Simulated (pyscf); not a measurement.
PySCF, gas phase, ωB97X-D3(BJ)/def2-SVP geometries.

Question: For the elementary gas-phase step O=SiH–F + H₂ -> HO–SiH₂–F (singlet surface; H–H broken, H–O, H–Si formed), what barrier and reaction energy does ωB97M-D3(BJ)/def2-TZVP give, measured from the separated reactants?

Answer: ΔE‡ = 0.71 eV, ΔE = -2.15 eV. Zero-point energy shifts the barrier by +0.14 eV. It is an addition across a multiple bond or ene-type step, with an imaginary mode of 1378i cm⁻¹. At the saddle there is also a short H–Si contact that neither side keeps. O=SiH–F lies 0.69 eV over its isomer HO–Si:–F [singlet] (electronic energy, ωB97M-D3(BJ)/def2-TZVP). This is the saddle that the search found; another between the same sides may lie lower.
